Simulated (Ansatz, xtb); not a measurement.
# Relaxing a trial structure of BH4NO

The starting geometry of this gas-phase singlet has its atoms placed at random.

```tsv
atom	x (Å)	y (Å)	z (Å)
B	0.1120	-0.0305	0.4168
N	1.0465	-1.5766	-0.7064
O	-0.3473	1.9204	0.9408
H	-0.0701	2.0213	-0.0213
H	-0.1328	-0.3123	-0.8397
H	0.8665	-0.5859	1.1246
H	1.3928	0.5977	0.2109
```

Q: One run relaxed it with r2SCAN-D4/def2-SVP. What is a likely outcome?

A: It ends as `NBO`. Distances that change by over a tenth: B1–H7 (1.44 → 2.12 Å). Contacts that open: B1–H5 (1.31 → 2.16 Å). Contacts that close: B1–N2 (2.13 → 1.41 Å), B1–O3 (2.07 → 1.37 Å), N2–H5 (1.73 → 1.01 Å), N2–H7 (2.39 → 1.01 Å).

The energy falls by 14.62 eV over 19 steps:

```json
{"step": "1", "E − E(last) (eV)": "14.625"}
{"step": "3", "E − E(last) (eV)": "9.944"}
{"step": "5", "E − E(last) (eV)": "5.911"}
{"step": "7", "E − E(last) (eV)": "3.575"}
{"step": "9", "E − E(last) (eV)": "1.531"}
{"step": "11", "E − E(last) (eV)": "0.686"}
{"step": "13", "E − E(last) (eV)": "0.272"}
{"step": "15", "E − E(last) (eV)": "0.021"}
{"step": "17", "E − E(last) (eV)": "0.001"}
{"step": "19", "E − E(last) (eV)": "0.000"}
```

Final geometry (Å):

```xyz
7

B     0.4297    0.2989    0.7665
N     0.8089   -0.2331   -0.4822
O    -0.4270    1.3557    0.9173
H    -0.7532    1.7112    0.0813
H     0.4885    0.1072   -1.3815
H     0.8747   -0.1905    1.7788
H     1.4460   -1.0154   -0.5544
```

From the same start GFN2-xTB reaches the same bonding as this run.

From so rough a start the end depends on the optimiser's path, so another program may land elsewhere. No frequencies were run, so the end isn't proven a minimum. Run with Ansatz 0.2.0, 31 s on 2 threads of Arm Neoverse N1, on a shared host.
